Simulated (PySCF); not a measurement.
Static response to an electric field

Compound: N-methyl-1,3-propanediamine, C4H12N2.
Cartesian coordinates in Å at the PBE0-D3(BJ)/def2-SVP level; atoms count from 1:
```xyz
18
C4H12N2 angstrom
C      1.974    0.453    0.849
N      1.328    0.073   -0.380
C      0.569   -1.157   -0.312
C     -0.739   -1.120    0.488
C     -1.828   -0.255   -0.133
N     -1.441    1.148   -0.188
H      2.694   -0.326    1.155
H      1.300    0.626    1.718
H      2.549    1.380    0.697
H      0.689    0.813   -0.676
H      0.332   -1.478   -1.343
H      1.223   -1.944    0.105
H     -1.130   -2.148    0.585
H     -0.543   -0.779    1.521
H     -2.000   -0.597   -1.169
H     -2.781   -0.430    0.409
H     -2.162    1.704   -0.644
H     -1.346    1.521    0.756
```

Level: B3LYP/def2-SVPD (PySCF), static field, nuclei fixed, core orbitals frozen in the response. The polarisability tensor in these axes (au):

```
x   75.84  1.76  2.44
y    1.76 69.93  1.08
z    2.44  1.08 64.31
```

Q: Diagonalise the tensor; give its mean and Δα, where Δα² is half the sum of the squared differences of the eigenvalues.

A: Principal values 63.73, 69.47 and 76.88 au; mean 70.03 au = 10.38 Å³ = 11.55 × 10⁻⁴⁰ C²·m²/J; Δα = 11.41 au (16 % of the mean).

Q: What is the dipole moment, and where does it point?

A: (-2.29, 0.33, 1.12) D, 2.57 D in size, pointing from the negative to the positive side. Measured along this direction, the outermost atoms are H7 at the negative end and H16 at the positive end.

Q: Rayleigh depolarisation ratio (linearly polarised light, static tensor)?

A: ρ = 3Δα²/(45ᾱ² + 4Δα²) = 390.8/(220673 + 521.1) = 0.00177.

Q: How large is μ²/3kT at 298 K beside α?

A: In Gaussian units μ²/3kT = 53.60 Å³ against 10.38 Å³, a ratio of 5.16; the Debye molar polarisation (4π/3)N_A(α + μ²/3kT) is 161.4 cm³/mol, leaving out the vibrational part.

Q: What would n − 1 = 2πNα be for an ideal gas of these molecules at 350 K and 1 atm, electronic part alone?

A: N = p/kT = 2.0968 × 10¹⁹ cm⁻³, so n − 1 = 2π × N × 10.38 × 10⁻²⁴ cm³ = 1367 × 10⁻⁶ at long wavelengths, for an ideal gas.

Q: Give the principal axes and the span of the nuclei along them.

A: Largest value along (0.94, 0.27, 0.21), where the nuclei span 5.56 Å; middle along (-0.29, 0.96, 0.06), 4.41 Å; least along (-0.18, -0.12, 0.98), 2.87 Å. The response follows the extents in order.

Isolated species at its PBE0-D3(BJ)/def2-SVP geometry (one conformer only).
